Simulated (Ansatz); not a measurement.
# CH₇NSi (built from SMILES C[SiH2]N): a reaction path by the nudged elastic band

What path joins these two structures, and how high does it climb? Both ends were relaxed at PBE0-D4 in triple zeta.

Program: Ansatz 0.2.0, Gaussian basis. Level of theory: PBE0-D4/def2-SVP. These are calculated values, not measurements.

17 further runs of the same task are left out: 1 that didn't finish, 16 set aside as unsound or not needed.

## (1) Starting geometry

The first end: 10 atoms, charge 0, spin multiplicity 1.

Atoms are counted from 1 here; the program's logs count them from 0.

Bond lengths: Si1–N2 1.724 Å, Si1–C3 1.864 Å, Si1–H5 1.497 Å, Si1–H6 1.488 Å, N2–H7 1.008 Å, N2–H8 1.007 Å, C3–H4 1.092 Å, C3–H9 1.093 Å, C3–H10 1.094 Å. Angles: N2–Si1–C3 109.5°, N2–Si1–H5 114.7°, N2–Si1–H6 106.1°, C3–Si1–H5 107.9°, C3–Si1–H6 111.7°, H5–Si1–H6 107.0°, Si1–N2–H7 119.7°, Si1–N2–H8 119.0°, H7–N2–H8 110.3°, Si1–C3–H4 110.9°, Si1–C3–H9 110.6°, Si1–C3–H10 110.9°, H4–C3–H9 108.6°, H4–C3–H10 108.2°, H9–C3–H10 107.6°.

Coordinates:

```
Si   -0.45162    0.14440    0.47479
N     0.74177    1.38785    0.41991
C     0.00137   -1.20805   -0.72582
H     0.97937   -1.63054   -0.48632
H    -1.84127    0.59790    0.15287
H    -0.46912   -0.34977    1.87876
H     0.93686    1.85497   -0.45164
H     0.80615    2.03789    1.18696
H    -0.74037   -2.01036   -0.70021
H     0.03697   -0.82439   -1.74920
```

The second end:

```mol
CH7NSi
  3D, bonds by distance, orders not assigned

 10  8  0  0  0  0  0  0  0  0999 V2000
   -0.7866   -0.1254    0.2191 Si  0  0
    0.9100    1.1103    0.2780 N   0  0
   -0.4846   -1.5528   -0.6771 C   0  0
    1.5708    0.5692   -0.2747 H   0  0
   -1.6202    0.9691   -0.3499 H   0  0
   -0.8679   -0.1615    1.7053 H   0  0
    0.7826    2.0188   -0.1596 H   0  0
    1.2954    1.2462    1.2086 H   0  0
   -0.1191   -2.4591   -0.2086 H   0  0
   -0.6803   -1.6151   -1.7411 H   0  0
  1  3  8  0
  1  5  8  0
  1  6  8  0
  2  4  8  0
  2  7  8  0
  2  8  8  0
  3  9  8  0
  3 10  8  0
M  END
```

## (2) The band at PBE0-D4/def2-SVP

neb/in.yaml

```yaml
crystal:
  periodic: [false, false, false]
  atoms:
    - {symbol: Si, position_ang: [-0.451622, 0.144398, 0.474793]}
    - {symbol: N, position_ang: [0.741775, 1.387850, 0.419915]}
    - {symbol: C, position_ang: [0.001367, -1.208050, -0.725820]}
    - {symbol: H, position_ang: [0.979366, -1.630536, -0.486322]}
    - {symbol: H, position_ang: [-1.841274, 0.597897, 0.152874]}
    - {symbol: H, position_ang: [-0.469117, -0.349768, 1.878759]}
    - {symbol: H, position_ang: [0.936856, 1.854970, -0.451643]}
    - {symbol: H, position_ang: [0.806152, 2.037893, 1.186956]}
    - {symbol: H, position_ang: [-0.740370, -2.010360, -0.700208]}
    - {symbol: H, position_ang: [0.036967, -0.824394, -1.749203]}
basis:
  gaussian: {orbitals: def2-SVP}
hamiltonian: {xc: pbe0, dispersion: d4}
neb:
  images: 5
  climbing: true
  max_iterations: 40
  initial_path: idpp
  final_atoms:
    - {symbol: Si, position_ang: [-0.786579, -0.125380, 0.219136]}
    - {symbol: N, position_ang: [0.909979, 1.110328, 0.277991]}
    - {symbol: C, position_ang: [-0.484572, -1.552774, -0.677066]}
    - {symbol: H, position_ang: [1.570779, 0.569182, -0.274681]}
    - {symbol: H, position_ang: [-1.620214, 0.969142, -0.349895]}
    - {symbol: H, position_ang: [-0.867878, -0.161485, 1.705326]}
    - {symbol: H, position_ang: [0.782636, 2.018839, -0.159624]}
    - {symbol: H, position_ang: [1.295371, 1.246191, 1.208615]}
    - {symbol: H, position_ang: [-0.119104, -2.459069, -0.208574]}
    - {symbol: H, position_ang: [-0.680319, -1.615072, -1.741127]}
```

Launch:

```
> ansatz run in.yaml --threads 2 --pin off --events-out ev --progress --plain --max-ram 4352MiB
```

The log of the run (excerpt; [...] marks lines left out):

```text
Functional definition: PBE0
  name "PBE0"
  cite "Adamo & Barone, J. Chem. Phys. 110, 6158 (1999) doi:10.1063/1.478522"
  cite "Perdew, Burke & Ernzerhof, Phys. Rev. Lett. 77, 3865 (1996) doi:10.1103/PhysRevLett.77.3865"
  parent pbe
[...]
878 factors; integrals over basis functions are off by at most 4.4e-4 eV
[...]
mean field -10508.65026137 eV, -386.1857740864 hartree, gradient 1.5e-5 eV, S^2 0.000000; 0 other end points of the search recorded, 0 dependent functions left out
[...]
reference -10508.65028806 eV, -386.1857750672 hartree; 17, 17 occupied and 64, 64 virtual orbitals, 878 factors
[... from here to the last solve, the lines of the solves are left out (140 solves) ...]
WARN: NEB end point (image 0): max|allowed force component| = 2.687e-1 eV/Å (the criterion of neb.relax_end_points is 1.000e-2). That is over neb.f_tol: it is no minimum, so the barrier can be far off. Relax it first
WARN: NEB end point (image 6): max|allowed force component| = 3.533e-1 eV/Å (the criterion of neb.relax_end_points is 1.000e-2). That is over neb.f_tol: it is no minimum, so the barrier can be far off. Relax it first
NEB iter   1: max|band force component| = 3.657e0 eV/Å  barrier→ = 4.5497 eV  barrier← = 2.1974 eV  Δτ_max = 0.2000 Å  (167 SCF iters)
[...]
NEB iter   6: max|band force component| = 2.812e0 eV/Å  barrier→ = 2.6281 eV  barrier← = 0.2759 eV  Δτ_max = 0.1001 Å  (126 SCF iters)
[...]
NEB iter  11: max|band force component| = 4.738e-1 eV/Å  barrier→ = 2.6400 eV  barrier← = 0.2877 eV  CI = image 5  Δτ_max = 0.1002 Å  (123 SCF iters)
[...]
NEB iter  16: max|band force component| = 1.142e-1 eV/Å  barrier→ = 2.6602 eV  barrier← = 0.3079 eV  CI = image 5  Δτ_max = 0.0500 Å  (113 SCF iters)
[...]
NEB iter  19: max|band force component| = 7.011e-2 eV/Å  barrier→ = 2.6587 eV  barrier← = 0.3064 eV  CI = image 5  Δτ_max = 0.0250 Å  (116 SCF iters)
[...]
NEB iter  20: max|band force component| = 2.240e-2 eV/Å  barrier→ = 2.6586 eV  barrier← = 0.3063 eV  CI = image 5  CI's point: of a kind that is not told: the force calls were inconclusive, a negative curvature could not be distinguished from the path's own, the only one lies far off the [...]
Total energy: -10506.12138633 eV, -386.0928396426 hartree
Atom 0 at    -0.812054     0.161432     0.322292 Å, force    -0.016098    -0.002785    -0.002709 eV/Å
Atom 1 at     1.000928     0.820361     0.287958 Å, force    -0.002618    -0.011516     0.010329 eV/Å
Atom 2 at    -0.314181    -1.200887    -0.725624 Å, force    -0.000678    -0.001505    -0.000680 eV/Å
Atom 3 at     1.009940    -0.165726    -0.371567 Å, force     0.003259     0.007646    -0.007758 eV/Å
Atom 4 at    -1.579006     1.340856    -0.188150 Å, force     0.002973    -0.000915    -0.002187 eV/Å
Atom 5 at    -1.057100    -0.002253     1.789209 Å, force     0.006565     0.003031     0.002535 eV/Å
Atom 6 at     1.209369     1.687181    -0.212134 Å, force    -0.001262     0.002473    -0.007017 eV/Å
Atom 7 at     1.561546     0.780038     1.141719 Å, force     0.004789    -0.000454     0.005301 eV/Å
Atom 8 at    -0.323955    -2.208870    -0.286686 Å, force    -0.000315     0.002812     0.001201 eV/Å
Atom 9 at    -0.695387    -1.212233    -1.756916 Å, force     0.003384     0.001213     0.000986 eV/Å
Dipole moment:     0.409293     0.564099     0.270851 e Å
```

Run time: 2.4 min. Hardware: 2 threads of Arm Neoverse V2, shared host.

The last band:

```csv
image,path (Å),energy (kcal/mol),N2–H4 (Å),Si1–N2 (Å),C3–H4 (Å)
0,0.00,0.0,3.16,1.72,1.09
1,0.73,0.5,3.09,1.73,1.10
2,1.45,1.1,3.13,1.74,1.10
3,2.18,2.1,2.92,1.74,1.10
4,2.91,16.7,2.03,1.75,1.14
5,3.63,61.3,1.19,1.93,1.72
6,4.77,54.2,1.02,2.10,2.98
```

The highest image, 5:

```
Si   -0.8121    0.1614    0.3223
N     1.0009    0.8204    0.2880
C    -0.3142   -1.2009   -0.7256
H     1.0099   -0.1657   -0.3716
H    -1.5790    1.3409   -0.1882
H    -1.0571   -0.0023    1.7892
H     1.2094    1.6872   -0.2121
H     1.5615    0.7800    1.1417
H    -0.3240   -2.2089   -0.2867
H    -0.6954   -1.2122   -1.7569
```

## (3) Outcome

| quantity | value |
| --- | --- |
| PBE0-D4/def2-SVP, 20 iterations | highest 61.3 kcal/mol (image 5), last end +54.2 kcal/mol |
| from earlier runs: barrier over the separately found saddle, CCSD(T)/def2-TZVPP | 66.0 kcal/mol |

In words: The highest image lies 61.3 kcal/mol above the first end, and it climbed, so it estimates the saddle. The ends are not quite minima at this level (largest force component 0.35 eV/Å), so the heights are unreliable: relaxing the first end would lower it and raise the barrier above it. The highest image is 4.7 kcal/mol below the CCSD(T) barrier in triple zeta, which comes from separate runs on the saddle.
